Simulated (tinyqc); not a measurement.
Extended Hueckel theory, for CH3+, step by step. The parameters take no account of the charge, which enters only through the electron count. One step of it, computed by the program tinyqc.

Question. Wolfsberg-Helmholz matrix. H_ij = K' S_ij (H_ii + H_jj)/2 for i != j (the diagonal keeps H_ii), with K' = 1.5.

overlap S, order 1C 2s, 1C 2px, 1C 2py, 1C 2pz, 2H 1s, 3H 1s, 4H 1s:
```
[[1.000000, 0.000000, 0.000000, 0.000000, 0.530258, 0.530297, 0.530297],
 [0.000000, 1.000000, 0.000000, 0.000000, 0.512344, -0.256199, -0.256199],
 [0.000000, 0.000000, 1.000000, 0.000000, 0.000000, 0.443711, -0.443711],
 [0.000000, 0.000000, 0.000000, 1.000000, -0.026570, -0.026572, -0.026572],
 [0.530258, 0.512344, 0.000000, -0.026570, 1.000000, 0.150604, 0.150604],
 [0.530297, -0.256199, 0.443711, -0.026572, 0.150604, 1.000000, 0.150633],
 [0.530297, -0.256199, -0.443711, -0.026572, 0.150604, 0.150633, 1.000000]]
```

diagonal H_ii (eV): [-21.400000, -11.400000, -11.400000, -11.400000, -13.600000, -13.600000, -13.600000]

K = 1.500000

Give: H.

Answer.

H (eV), order 1C 2s, 1C 2px, 1C 2py, 1C 2pz, 2H 1s, 3H 1s, 4H 1s:
```
[[-21.4000, 0.0000, 0.0000, 0.0000, -13.9193, -13.9203, -13.9203],
 [0.0000, -11.4000, 0.0000, 0.0000, -9.6064, 4.8037, 4.8037],
 [0.0000, 0.0000, -11.4000, 0.0000, 0.0000, -8.3196, 8.3196],
 [0.0000, 0.0000, 0.0000, -11.4000, 0.4982, 0.4982, 0.4982],
 [-13.9193, -9.6064, 0.0000, 0.4982, -13.6000, -3.0723, -3.0723],
 [-13.9203, 4.8037, -8.3196, 0.4982, -3.0723, -13.6000, -3.0729],
 [-13.9203, 4.8037, 8.3196, 0.4982, -3.0723, -3.0729, -13.6000]]
```
